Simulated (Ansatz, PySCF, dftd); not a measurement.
System: CH$_{5}$Si, charge 0, doublet. CH5Si (SMILES C[SiH2], doublet).
B3LYP-D3(BJ)/def2-TZVP minimum from Ansatz (a first-principles code):
```
C
H 1 1.0909
H 1 1.0909 2 108.23
H 1 1.0938 2 108.08 3 116.82
Si 1 1.8820 2 110.96 3 -121.97
H 5 1.4873 1 111.50 2 -58.56
H 5 1.4873 6 109.34 1 123.76
```
Charge 0, spin multiplicity 2.

Property: enthalpy of formation at 298 K (by atomisation, with ideal-gas terms from PySCF's Hessian at B3LYP-D3(BJ)/def2-TZVP and the atoms' measured values of the G2/97 table; no spin-orbit terms), in kJ/mol. Open shells are spin-unrestricted; no spin-orbit coupling. Cores are frozen in correlated methods. Rows without X2C or -DK are non-relativistic. CBS(X,Y): correlation extrapolated as X^-3, Hartree-Fock from the larger set (Q,5: extrapolated as (X+1)exp(-9√X)). A bracket is a step between two methods taken in the basis named. Functionals run without relativity, which enters their misses. 'core' is core correlation in cc-pwCVTZ (1s frozen past Ne), 'X2C' scalar relativity in cc-pVTZ-DK, both at CCSD(T). For partners of very few electrons the exact lower level stands in for a higher one.

```tsv
level	program	enthalpy of formation at 298 K (kJ/mol)	difference against the last row
HF/aug-cc-pV(D+d)Z	Ansatz	667.0	529.8
HF/cc-pV(5+d)Z	Ansatz	631.6	494.4
PBE0-D4/def2-TZVPD	Ansatz + dftd4	141.0	3.8
PBE0/def2-TZVPD	Ansatz	148.5	11.3
CAM-B3LYP-D4/def2-TZVPD	Ansatz + dftd4	124.6	-12.6
CAM-B3LYP/def2-TZVPD	Ansatz	132.1	-5.1
MP2/aug-cc-pV(Q+d)Z	Ansatz	159.3	22.1
CCSDT(Q)/aug-cc-pV(D+d)Z	Ansatz	274.7	137.5
CCSDT(Q)/cc-pV(D+d)Z	Ansatz	291.7	154.5
CCSD(T)/CBS(cc-pV(Q+d)Z,cc-pV(5+d)Z) + [CCSDT(Q) - CCSD(T)]/cc-pV(D+d)Z + core + X2C	Ansatz	137.2	0.0
```
